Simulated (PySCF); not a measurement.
# Worked example for methylenimine: deprotonation at atom N2

Structure: `C=N` (CH3N). Numbering: `[CH2:1]=[NH:2]`

These are calculated values, ωB97X-D3(BJ)/ma-def2-TZVP in PySCF (grid level 2) at geometries from PBE0-D3(BJ)/ma-def2-SVP. ωB97X-D3(BJ) is ωB97X-V with D3(BJ) in place of VV10. Thermal corrections: PBE0-D3(BJ)/ma-def2-SVP frequencies, unscaled, ideal gas at 298.15 K and 1 bar, quasi-RRHO entropy.

Step: `C=N` → `C=[N-]` + H⁺.

| species | charge | multiplicity | E / Eh |
| --- | --- | --- | --- |
| `C=N` | 0 | 1 | -94.702856 |
| `C=[N-]` | -1 | 1 | -94.064749 |

Thermal terms, products less reactant: Δ(H − E) = -38.39 kJ/mol, Δ(G − E) = -68.23 kJ/mol (the bare proton has no electronic energy, H = 5/2 RT). 1 Eh = 2625.50 kJ/mol.

What are ΔE, ΔH and ΔG of this step?

ΔE = 0.638107 Eh = 1675.35 kJ/mol; ΔH = 1637.0 kJ/mol; ΔG = 1607.1 kJ/mol, all in the gas phase at 298.15 K and 1 bar. The digits show the arithmetic; the method itself can be off by 10 kJ/mol or more. The Active Thermochemical Tables (1.112) give ΔH = 1630.6 kJ/mol.
